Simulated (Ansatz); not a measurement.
Results of PBE (Ansatz, an electronic-structure program, plane waves, PAW) for 2H MoTe2.

Numerical settings: plane-wave cutoff 500 eV, 12×12×4 k mesh (along the axes of the cell as run), Fermi–Dirac smearing 0.05 eV, no spin polarisation, scalar-relativistic PAW data made under PBE.

Cell (relaxed at this level):

```
CELL_PARAMETERS angstrom
      3.55661     0.00000     0.00000
     -1.77830     3.08011     0.00000
      0.00000     0.00000    15.29935
ATOMIC_POSITIONS crystal
  Te 0.33333 0.66667 0.63182
  Te 0.66667 0.33333 0.36818
  Te 0.66667 0.33333 0.13182
  Te 0.33333 0.66667 0.86818
  Mo 0.33333 0.66667 0.25000
  Mo 0.66667 0.33333 0.75000
```

Task: What does this level give for the band gap?

Result: 
band gap: 1.01 eV (on the SCF k mesh)

Measured, for comparison: band gap 1.06 ± 0.01 eV (4 K, zero-point motion not removed, indirect, absorption from ellipsometry, single crystal; as tabulated in Gulo et al. (2023), doi:10.1103/physrevmaterials.7.044001).

Note: the cell comes from a level without a dispersion term, which matters for the spacing of layers, chains or molecules; the cell has widely spaced layers and the level no dispersion term, so their spacing and the moduli can rest on weak binding.

Spin–orbit coupling is not included; with these elements it can move the gap by several tenths of an eV or more.

The computed numbers hold no vibrational or temperature effects.

Cost on a shared machine: about 6 core-minutes (a rough figure).
